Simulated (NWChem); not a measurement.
dichloromethane (CH$_{2}$Cl$_{2}$); SMILES ClCCl

Computed with NWChem. Pople sets run with spherical d functions. Geometry: optimised at PBE-D3(BJ)/def2-SVP. Level: M06-2X/6-31G* with SMD, gas-phase geometry; reactions with the solvents are ignored.

| SMD term (kcal/mol) | water | diethyl ether |
|---|---|---|
| distortion of the solute's density | 0.79 | 0.43 |
| polarisation | -4.91 | -3.49 |
| cavity, dispersion and structure | 1.77 | -2.00 |

Question: Sum the solvation free energies, find the transfer free energy from water to diethyl ether and the partition coefficient at 298.15 K.

Answer: 
1. ΔG(solv, water) = -2.35 kcal/mol and ΔG(solv, diethyl ether) = -5.06 kcal/mol (1 M gas to 1 M solution).
2. Transfer: -5.06 − (-2.35) = -2.71 kcal/mol.
3. log₁₀ K(diethyl ether/water) = −ΔG/(RT ln 10) = 2.71/1.364 = 2.0, so the model puts more of the solute in diethyl ether.
4. Of the transfer energy, 1.06 kcal/mol is electrostatic and -3.77 comes from the non-electrostatic term. The two phases are taken as the pure solvents.
